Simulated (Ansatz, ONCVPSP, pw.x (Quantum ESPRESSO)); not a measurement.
# pw.x on bcc Ce: one setting changed

Potential: optimised norm-conserving Vanderbilt (ONCV), ONCVPSP 4.0.1.1 (patched build), LDA (Perdew-Wang 92); core [Kr] 4d10, reference 4f1 5s2 5p6 5d1 6s2; waves: 5s+6s: rc 2.75 bohr, ncon 4, nbas 7, qcut 5.3 1/bohr, 2 projectors; 5p: rc 2.70 bohr, ncon 3, nbas 6, qcut 4.4 1/bohr, 2 projectors, debl 3.8 Ha; 5d: rc 2.75 bohr, ncon 4, nbas 7, qcut 3.4 1/bohr, 2 projectors, debl 0.7 Ha; 4f: rc 1.65 bohr, ncon 3, nbas 8, qcut 11.6 1/bohr, 2 projectors, debl 2.2 Ha; local part: polynomial inside 1.60 bohr (lpopt 5, dvloc0 2 Ha); core correction: Teter function, fcfact 3.25, rcfact 1.2.

The reference run (k-mesh 13³, cutoffs 130/520 Ry, Fermi–Dirac 0.01 Ry, mixing_beta 0.4, conv_thr 1e-9, no spin) gives -0.44 GPa at 24.022 Å³/atom, where all-electron LAPW gives -0.36 GPa. This run, with its own iteration cap, changes conv_thr to 0.0001.

```
&control
  calculation='scf', prefix='x', pseudo_dir='./', outdir='./tmp', tstress=.true., disk_io='none'
/
&system
  ibrav=0, nat=1, ntyp=1, ecutwfc=130, ecutrho=520, nbnd=14,
  occupations='smearing', smearing='fd', degauss=0.01
/
&electrons
  conv_thr=0.0001, mixing_beta=0.4, electron_maxstep=50
/
ATOMIC_SPECIES
Ce 1.0 Ce.UPF
CELL_PARAMETERS angstrom
  -1.81767565 1.81767565 1.81767565
  1.81767565 -1.81767565 1.81767565
  1.81767565 1.81767565 -1.81767565
ATOMIC_POSITIONS crystal
Ce 0.0000 0.0000 0.0000
K_POINTS automatic
13 13 13 0 0 0
```

```bash
pw.x < Ce.scf.in > Ce.scf.out
```

Task: How does the run end?

Result: It converges in 8 iterations; the free energy moves by +0.7 meV/atom and the pressure by -2.90 GPa.

```
Message from routine setup:
     using ibrav=0 with symmetry is DISCOURAGED, use correct ibrav instead
     lattice parameter (alat)  =       5.9494  a.u.
     unit-cell volume          =     162.1085 (a.u.)^3
     number of electrons       =        12.00
     number of Kohn-Sham states=           14
     kinetic-energy cutoff     =     130.0000  Ry
     charge density cutoff     =     520.0000  Ry
     scf convergence threshold =      1.0E-04
     Exchange-correlation= SLA  PW   NOGX NOGC
     number of k points=    84  Fermi-Dirac smearing, width (Ry)=  0.0100
     iteration #  1     ecut=   130.00 Ry     beta= 0.40
     total energy              =     -82.07068980 Ry
     estimated scf accuracy    <       0.23171054 Ry
     iteration #  2     ecut=   130.00 Ry     beta= 0.40
     total energy              =     -82.08694122 Ry
     estimated scf accuracy    <       0.34480860 Ry
     iteration #  3     ecut=   130.00 Ry     beta= 0.40
     total energy              =     -82.13788885 Ry
     estimated scf accuracy    <       0.02135429 Ry
     [... 2 iterations left out ...]
     iteration #  6     ecut=   130.00 Ry     beta= 0.40
     total energy              =     -82.14603031 Ry
     estimated scf accuracy    <       0.00018311 Ry
     iteration #  7     ecut=   130.00 Ry     beta= 0.40
     total energy              =     -82.14602817 Ry
     estimated scf accuracy    <       0.00010877 Ry
     iteration #  8     ecut=   130.00 Ry     beta= 0.40
     the Fermi energy is    17.1139 ev
!    total energy              =     -82.14596568 Ry
     estimated scf accuracy    <       0.00007377 Ry
     smearing contrib. (-TS)   =      -0.01659416 Ry
     The total energy is F=E-TS. E is the sum of the following terms:
     one-electron contribution =       0.81462606 Ry
     hartree contribution      =       8.00639578 Ry
     xc contribution           =     -14.66750026 Ry
     ewald contribution        =     -76.28289309 Ry
     convergence has been achieved in   8 iterations
          total   stress  (Ry/bohr**3)                   (kbar)     P=      -33.47
     Message from routine punch:
     Nothing written, as per user request (disk_io='none')
```

The run took about 28 s on one core of a shared host (AMD EPYC 9R45 96-Core Processor, 96 threads, 376 GiB, load 56).
